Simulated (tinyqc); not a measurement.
Inside a calculation. Method: Pariser-Parr-Pople SCF with singles CI, for the molecule C1=CC=C1 (SMILES; centres numbered as the heavy atoms are written). Computed by tinyqc, a small Python program that keeps every step. Settings: charge = 0, gamma = Ohno, start = huckel, damping = 0.3, iteration cap = 59, excitations kept = 9. Command: `OMP_NUM_THREADS=1 python tinyqc.py 23484 23485 out.jsonl` (the two numbers bound the seeds that draw the settings). One thread of a shared host (Intel(R) Xeon(R) Processor @ 2.60GHz), about 0.01 s of CPU time with the checks. Later iterations appear only in the table of the cycle.

## PPP integrals

Centres (angstrom, eV; a flat drawing with bonds scaled to 1.40 angstrom):

| centre | x | y | core charge z | W | gamma_rr |
|---|---|---|---|---|---|
| 1C | 0.990000 | 0.000000 | 1 | 12.030000 | 11.520000 |
| 2C | 0.000000 | 0.990000 | 1 | 12.030000 | 11.520000 |
| 3C | -0.990000 | 0.000000 | 1 | 12.030000 | 11.520000 |
| 4C | 0.000000 | -0.990000 | 1 | 12.030000 | 11.520000 |

Resonance integrals (eV):

| i | j | beta |
|---|---|---|
| 1 | 2 | -2.660000 |
| 2 | 3 | -2.660000 |
| 3 | 4 | -2.660000 |
| 4 | 1 | -2.660000 |

Ohno: gamma = 14.399645/sqrt(R^2 + a^2), a = 2 x 14.399645/(gamma_rr + gamma_ss); H_rr = -W_r - sum_(s != r) z_s gamma_rs; H_rs = beta for bonds.

repulsion gamma_rs (eV):
```
           1C         2C         3C         4C
1C  11.520000   7.672179   6.149640   7.672179
2C   7.672179  11.520000   7.672179   6.149640
3C   6.149640   7.672179  11.520000   7.672179
4C   7.672179   6.149640   7.672179  11.520000
```

core matrix H (eV):
```
            1C          2C          3C          4C
1C  -33.523997   -2.660000    0.000000   -2.660000
2C   -2.660000  -33.523997   -2.660000    0.000000
3C    0.000000   -2.660000  -33.523997   -2.660000
4C   -2.660000    0.000000   -2.660000  -33.523997
```

## Starting guess

pi electrons, sum of z_r less the charge = 4

Orbitals of the Hueckel matrix of the beta values.

P at the start:
```
           1C        2C         3C        4C
1C   1.409760  0.786526  -0.409760  0.213474
2C   0.786526  0.590240   0.213474  0.409760
3C  -0.409760  0.213474   1.409760  0.786526
4C   0.213474  0.409760   0.786526  0.590240
```

## Iteration 1: Fock matrix

F_rr = H_rr + P_rr gamma_rr / 2 + sum_(s != r) P_ss gamma_rs; F_rs = H_rs - P_rs gamma_rs / 2; E = tr P (H + F) / 2 + core repulsion sum_(r<s) z_r z_s gamma_rs.

F (eV):
```
           1C         2C         3C         4C
1C  -7.677409  -5.677182   1.259938  -3.478907
2C  -5.677182  -4.862591  -3.478907  -1.259938
3C   1.259938  -3.478907  -7.677409  -5.677182
4C  -3.478907  -1.259938  -5.677182  -4.862591
```

pi energy = -54.521756 eV

## Iteration 1: orbitals and new P

Diagonalise F (the basis is taken as orthonormal) and form P = 2 sum c c over the lowest orbitals; 0.3 of the old P is kept.

orbital energies (eV): -15.427277  -9.726465  -2.813535  2.887277

P after iteration 1:
```
           1C        2C         3C        4C
1C   1.398659  0.808509  -0.387386  0.191401
2C   0.808509  0.601341   0.191401  0.387386
3C  -0.387386  0.191401   1.398659  0.808509
4C   0.191401  0.387386   0.808509  0.601341
```

## Iteration 2: Fock matrix

As before.

F (eV):
```
           1C         2C         3C         4C
1C  -7.639280  -5.761511   1.191141  -3.394230
2C  -5.761511  -4.900720  -3.394230  -1.191141
3C   1.191141  -3.394230  -7.639280  -5.761511
4C  -3.394230  -1.191141  -5.761511  -4.900720
```

pi energy = -54.549908 eV

## Iteration 2: orbitals and new P

As before.

orbital energies (eV): -15.427474  -9.757087  -2.782913  2.887474

P after iteration 2:
```
           1C        2C         3C        4C
1C   1.383396  0.830091  -0.366397  0.169749
2C   0.830091  0.616604   0.169749  0.366397
3C  -0.366397  0.169749   1.383396  0.830091
4C   0.169749  0.366397   0.830091  0.616604
```

## Iteration 3: Fock matrix

As before.

F (eV):
```
           1C         2C         3C         4C
1C  -7.586858  -5.844303   1.126606  -3.311173
2C  -5.844303  -4.953142  -3.311173  -1.126606
3C   1.126606  -3.311173  -7.586858  -5.844303
4C  -3.311173  -1.126606  -5.844303  -4.953142
```

pi energy = -54.581226 eV

## Iteration 3: orbitals and new P

As before.

orbital energies (eV): -15.427453  -9.789555  -2.750445  2.887453

P after iteration 3:
```
           1C        2C         3C        4C
1C   1.365279  0.850857  -0.345637  0.148944
2C   0.850857  0.634721   0.148944  0.345637
3C  -0.345637  0.148944   1.365279  0.850857
4C   0.148944  0.345637   0.850857  0.634721
```

## Convergence

Stop when output and input P, before any damping, agree to 1e-7.

Course of the cycle:

| iteration | E (eV) | largest \|P(out) - P(in)\| |
|---|---|---|
| 1 | -54.52175643 | 3.20e-02 |
| 2 | -54.54990751 | 3.09e-02 |
| 3 | -54.58122550 | 2.97e-02 |
| 4 | -54.61366678 | 3.00e-02 |
| 5 | -54.64622686 | 3.04e-02 |
| 6 | -54.67809465 | 3.13e-02 |
| 7 | -54.70854823 | 3.15e-02 |
| 8 | -54.73699208 | 3.12e-02 |
| 9 | -54.76299628 | 3.03e-02 |
| 10 | -54.78630968 | 2.91e-02 |
| 11 | -54.80684790 | 2.76e-02 |
| ... | ... | ... |
| 49 | -54.91215011 | 5.31e-04 |
| 50 | -54.91215577 | 4.75e-04 |
| 51 | -54.91216030 | 4.25e-04 |
| 52 | -54.91216394 | 3.81e-04 |
| 53 | -54.91216685 | 3.41e-04 |
| 54 | -54.91216918 | 3.05e-04 |
| 55 | -54.91217106 | 2.73e-04 |
| 56 | -54.91217255 | 2.45e-04 |
| 57 | -54.91217376 | 2.19e-04 |
| 58 | -54.91217472 | 1.96e-04 |
| 59 | -54.91217549 | 1.75e-04 |

Not converged within 59 iterations: the residual falls steadily but slowly, by a factor of about 0.90 a step. Reruns (cap 100 unless said): damping 0.5: not converged; damping 0: converged in 87 (E = -54.91218); the original settings with a cap of 400: converged in 127 (E = -54.91218).
